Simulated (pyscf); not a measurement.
Single points on ωB97X-D3(BJ)/def2-SVP structures (PySCF, gas phase).

Task: For H₂S + HO–Zn–SH -> HS–Zn–SH + H₂O, a four-centre exchange (singlet surface; H–S, O–Zn broken, S–Zn, H–O formed), PBE/def2-TZVP gives ΔE‡ = -6.4 kcal/mol and ΔE = -13.3 kcal/mol (zero: the separated reactants). In which direction and how far do r²SCAN/def2-TZVP, B3LYP-D3(BJ)/def2-TZVP, ωB97M-D3(BJ)/def2-TZVP move these?

Result: r²SCAN: ΔE‡ = -7.8 kcal/mol, ΔE = -13.4 kcal/mol; B3LYP-D3(BJ): ΔE‡ = -5.1 kcal/mol, ΔE = -13.3 kcal/mol; ωB97M-D3(BJ): ΔE‡ = -4.1 kcal/mol, ΔE = -13.6 kcal/mol. PBE's barrier lies among them. Its reaction energy matches one of them and lies within 0.3 kcal/mol of the others. On the reactant side the descent ends in an adduct with a S–Zn contact, 11.6 kcal/mol under the separated species and 4.6 kcal/mol under the saddle at ωB97X-D3(BJ)/def2-TZVP. On the product side the descent ends in an adduct with a O–Zn contact, 13.3 kcal/mol under the separated species and 21.5 kcal/mol under the saddle at ωB97X-D3(BJ)/def2-TZVP. At PBE, r²SCAN, B3LYP-D3(BJ), ωB97M-D3(BJ) the saddle lies under the separated reactants, which points to a path from their complex (located at ωB97X-D3(BJ) alone). What is counted as formed (S–Zn) is already present as a longer contact in the reactant adduct; forming that adduct is a step of its own. What is counted as broken (O–Zn) persists as a longer contact in the product adduct; parting that adduct is a step of its own. At ωB97X-D3(BJ) the barrier from the zero used here is -7.0 kcal/mol. One saddle was located; it need not be the lowest between these sides. Elements up to Kr have no core potential and no relativistic terms here.
